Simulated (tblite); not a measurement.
CH₂FO (doublet state).
InChI=1S/CH2FO/c2-1-3/h1H2

Level: GFN2-xTB in tblite, geometry and Hessian alike; calculated harmonic values, unscaled, isolated species. This tight-binding method is rough: wavenumbers can miss measured ones by several per cent, in bad cases by 10 to 20. Open shells enter through the occupations alone, without spin polarisation, and single modes of such species can be off by tens of per cent.

Harmonic wavenumbers (cm⁻¹): 534.1, 759.1, 846.9, 1088.7, 1190.4, 1221.3, 1383.9, 2483.0, 2576.8.

A = 58421, B = 10937, C = 9762 MHz; mass 49.009 u (most abundant isotopes); point group Cs, symmetry number 1; spin multiplicity 2.

**Question.** Zero-point energy?

**Answer.** Half the sum of the wavenumbers: 6042 cm⁻¹ = 72.28 kJ/mol.

**Question.** Give the ideal-gas entropy at 350 K and 1 bar in the rigid-rotor, harmonic-oscillator model (classical rotation).

**Answer.** Translation 160.73, rotation 91.83, vibration 7.44, spin (R ln 2) 5.76: S = 265.8 J/(mol K).

**Question.** And Cp and H(350 K) − H(0)?

**Answer.** Cp = 51.95 J/(mol K), of which vibrations give 18.69 (their classical limit is 9 R = 74.8); H(350 K) − H(0) = 13.59 kJ/mol without the zero-point energy, 1.95 from vibrations.

**Question.** Which modes carry the vibrational entropy at 350 K?

**Answer.** 534.1 cm⁻¹: 3.27; 759.1 cm⁻¹: 1.57; 846.9 cm⁻¹: 1.18; 1088.7 cm⁻¹: 0.52; 1190.4 cm⁻¹: 0.37; 1221.3 cm⁻¹: 0.33 J/(mol K); the other 3 give 0.19 together.

**Question.** How do the functions run with temperature in this model?

**Answer.** 
```tsv
T (K)	S (J/(mol K))	Cp (J/(mol K))	H − H(0) (kJ/mol)	G − H(0) (kJ/mol)	ln q(vib)
50	193.6	33.3	1.66	-8.02	0.00
100	216.7	33.5	3.33	-18.34	0.00
298.15	257.8	47.0	11.03	-65.85	0.13
373.15	269.2	54.1	14.82	-85.62	0.27
500	286.5	64.7	22.38	-120.88	0.58
750	315.7	79.1	40.51	-196.28	1.36
1000	339.8	88.0	61.49	-278.32	2.20
```

q(vib) and H(0) count from the zero-point level.

**Question.** What must be added to the electronic energy to get the Gibbs energy at 350 K and 1 bar?

**Answer.** ZPE + [H(350 K) − H(0)] − T·S = 72.28 + 13.59 − 93.02 = -7.15 kJ/mol.

On one thread, Arm Neoverse V1 (aarch64), shared host with 32 logical CPUs at a one-minute load of 16, this took under 0.1 s wall. The figure is for the frequency step alone.
